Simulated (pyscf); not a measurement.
Cycloaddition: cyclic C₇H₈ (SMILES Cc1ccccc1) + silylene (SiH₂) [singlet] → cyclic C₇H₁₀Si (SMILES CC12C=CC(C=C1)[SiH2]2)

Gas phase, singlet surface, charge 0. Bonds broken: none. Bonds formed: C2–Si16, C5–Si16. Single points on ωB97X-D3(BJ)/def2-SVP structures (PySCF, gas phase).

Transition state (Å):

```xyz
18

C      0.3113     0.9828     2.0358
C      0.0183     0.1406     0.8037
C     -1.3691    -0.2459     0.5454
C     -1.6014    -0.9307    -0.6284
C     -0.4603    -1.2192    -1.4307
C      0.7722    -1.5445    -0.7326
C      1.0034    -0.8846     0.4247
H      1.3215     1.4158     1.9829
H     -0.4037     1.8148     2.1321
H      0.2486     0.3740     2.9528
H     -2.1790     0.1322     1.1757
H     -2.6131    -1.1002    -1.0056
H     -0.6104    -1.6019    -2.4444
H      1.4861    -2.2454    -1.1727
H      1.9188    -1.0072     1.0107
Si    -0.1054     1.3856    -0.9600
H     -1.5258     1.8709    -1.1504
H      0.5720     2.7263    -0.6100
```

One imaginary mode, 473i cm⁻¹; descent along it reached the two sides named, in the forms told below.

```tsv
bond	change	reactant side (Å)	saddle	product side
C2–Si16	forms	3.0	2.162	1.930
C5–Si16	forms	3.4	2.7	1.923
```

Electronic energies relative to the separated reactants (kcal/mol):

```tsv
level	barrier	reaction energy	reverse barrier
ωB97X-D3(BJ)/def2-TZVP	10.4	-29.9	40.2
PBE/def2-TZVP	8.2	-19.8	28.0
r²SCAN/def2-TZVP	8.0	-23.1	31.1
B3LYP-D3(BJ)/def2-TZVP	13.7	-15.0	28.7
PBE0-D3(BJ)/def2-TZVP	7.4	-26.2	33.6
M06-2X/def2-TZVP	13.9	-21.0	34.9
ωB97M-D3(BJ)/def2-TZVP	15.1	-20.9	36.0
HF/def2-TZVP	39.0	-5.7	44.7
```

With ωB97M-D3(BJ)/def2-TZVP energies and thermal terms (ideal gas, 1 atm, RRHO with modes under 100 cm⁻¹ raised to 100, one conformer, R ln 2 for chiral ones without a mode under 150 cm⁻¹), in kcal/mol:

```json
[
 {"T (K)": "298", "ΔH‡": "15.4", "ΔG‡": "27.5", "ΔH": "-19.0", "ΔG": "-5.7"},
 {"T (K)": "600", "ΔH‡": "15.8", "ΔG‡": "39.6", "ΔH": "-18.4", "ΔG": "+7.7"},
 {"T (K)": "900", "ΔH‡": "16.5", "ΔG‡": "51.4", "ΔH": "-17.3", "ΔG": "+20.5"},
 {"T (K)": "1200", "ΔH‡": "17.1", "ΔG‡": "62.9", "ΔH": "-16.1", "ΔG": "+32.9"}
]
```

On the reactant side the descent ends in a bound adduct (not fully relaxed), 15.1 kcal/mol under the separated species and 25.5 kcal/mol under the saddle at ωB97X-D3(BJ)/def2-TZVP. This is the saddle that the search found; another between the same sides may lie lower.
